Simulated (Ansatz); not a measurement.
# BMe2(OH) (C2H7BO): geometry, orbitals and charge

What does BMe2(OH) (C2H7BO) look like as a singlet, and where do its frontier electrons sit?

Computed with Ansatz 0.2.0, Gaussian basis. Level: RKS PBE0-D4/def2-TZVP.

Levels to be run: relaxation at PBE0-D4/def2-SVP; a search for the lowest solution at PBE0-D4/def2-SVP; a single point at PBE0-D4/def2-TZVP.

**1. The starting structure**

11 atoms, charge 0, spin multiplicity 1.

Atoms are counted from 1 here; the program's logs count them from 0.

Bond lengths: B1–C2 1.589 Å, B1–C6 1.596 Å, B1–O10 1.339 Å, C2–H3 1.087 Å, C2–H4 1.086 Å, C2–H5 1.088 Å, C6–H7 1.089 Å, C6–H8 1.088 Å, C6–H9 1.087 Å, O10–H11 0.958 Å. Angles: C2–B1–C6 120.4°, C2–B1–O10 117.3°, C6–B1–O10 122.3°, B1–C2–H3 111.8°, B1–C2–H4 112.2°, B1–C2–H5 110.4°, H3–C2–H4 108.2°, H3–C2–H5 106.5°, H4–C2–H5 107.5°, B1–C6–H7 113.3°, B1–C6–H8 110.4°, B1–C6–H9 111.6°, H7–C6–H8 107.3°, H7–C6–H9 107.6°, H8–C6–H9 106.2°, B1–O10–H11 116.9°.

As a file:

```mol
C2H7BO
  3D, bonds by distance, orders not assigned

 11 10  0  0  0  0  0  0  0  0999 V2000
   -0.1254   -0.3875    0.0396 B   0  0
    1.4563   -0.3347   -0.1042 C   0  0
    1.7650    0.2888   -0.9396 H   0  0
    1.8882   -1.3217   -0.2399 H   0  0
    1.9042    0.0991    0.7874 H   0  0
   -0.9848    0.9570    0.0132 C   0  0
   -2.0342    0.8033    0.2610 H   0  0
   -0.9495    1.4114   -0.9752 H   0  0
   -0.5886    1.6980    0.7028 H   0  0
   -0.6890   -1.5940    0.1803 O   0  0
   -1.6422   -1.6197    0.2747 H   0  0
  1  2  8  0
  1  6  8  0
  1 10  8  0
  2  3  8  0
  2  4  8  0
  2  5  8  0
  6  7  8  0
  6  8  8  0
  6  9  8  0
 10 11  8  0
M  END
```

The start is a GFN2-xTB geometry.

**2. Relaxation at PBE0-D4/def2-SVP**

The input, in.yaml:

```yaml
crystal:
  periodic: [false, false, false]
  atoms:
    - {symbol: B, position_ang: [-0.125440, -0.387460, 0.039630]}
    - {symbol: C, position_ang: [1.456280, -0.334730, -0.104150]}
    - {symbol: H, position_ang: [1.765010, 0.288850, -0.939650]}
    - {symbol: H, position_ang: [1.888220, -1.321710, -0.239900]}
    - {symbol: H, position_ang: [1.904240, 0.099080, 0.787380]}
    - {symbol: C, position_ang: [-0.984830, 0.957000, 0.013150]}
    - {symbol: H, position_ang: [-2.034220, 0.803290, 0.260980]}
    - {symbol: H, position_ang: [-0.949490, 1.411380, -0.975170]}
    - {symbol: H, position_ang: [-0.588610, 1.698030, 0.702780]}
    - {symbol: O, position_ang: [-0.688980, -1.594020, 0.180280]}
    - {symbol: H, position_ang: [-1.642190, -1.619720, 0.274670]}
basis:
  gaussian: {orbitals: def2-SVP}
hamiltonian: {xc: pbe0, dispersion: d4}
scf: {omitted_lower_state_checks: [starts]}
output: {orbitals: {seedname: orbitals}}
relax: {f_tol: 0.02, max_steps: 100}
```

The run is started by

```bash
$ ansatz run in.yaml --threads 4 --pin off --events-out ev --progress --plain --max-ram 3916MiB
```

After this run come: Searching for the lowest solution, PBE0-D4/def2-SVP; Single point, PBE0-D4/def2-TZVP.

**Question.** What will the summary of the whole plan be? Wanted: point group; commonest bond, hydrogen aside; HOMO, LUMO at PBE0-D4/def2-TZVP; dipole at PBE0-D4/def2-SVP.

The runs gave:

| quantity | value |
| --- | --- |
| point group | C1 |
| commonest bond, hydrogen aside | B–C, 2 of mean length 1.578 Å |
| HOMO, LUMO at PBE0-D4/def2-TZVP | -8.39, 0.67 eV |
| dipole at PBE0-D4/def2-SVP | 1.46 D |

**Reading.** The molecule keeps its bonding pattern by the stored test; the atoms moved 0.03 Å (rms). No usable vibrations, so a minimum isn't proven. The point group is read from a loosely relaxed geometry; soft torsions can leave it below the true symmetry.
